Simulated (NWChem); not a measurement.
# Correlation energy of H2P

```xyz
3

P      0.0000     0.0000     0.1196
H      1.0289     0.0000    -0.8970
H     -1.0289     0.0000    -0.8970
```
Charge 0, spin multiplicity 2.

All runs are NWChem calculations. All single points use one geometry, from UPBE/def2-SVP, a minimum by its harmonic frequencies.

Basis set: cc-pVTZ. Each correlation energy counts from its own Hartree-Fock reference.

The correlated methods keep 5 core orbitals frozen. The structure started from a generated list of species. The unpaired electrons of the parent sit in orbitals of symmetry b2 (C2v labels of the run); other states weren't searched. The stability of the SCF solutions was not checked. Open-shell Hartree-Fock references start from PBE0 orbitals. No row is a measurement; the coupled-cluster row has its own basis-set and correlation limits.

Task: Order these methods by the correlation energy they give, lowest first: URI-MP2, SCS-UMP2, CCSD on ROHF, CCSD[T] on ROHF, CCSD on UHF.

Result: CCSD[T] on ROHF (-175.9 mHa), CCSD on ROHF (-169.8 mHa), CCSD on UHF (-164.5 mHa), SCS-UMP2 (-144.3 mHa), URI-MP2 (-137.5 mHa)
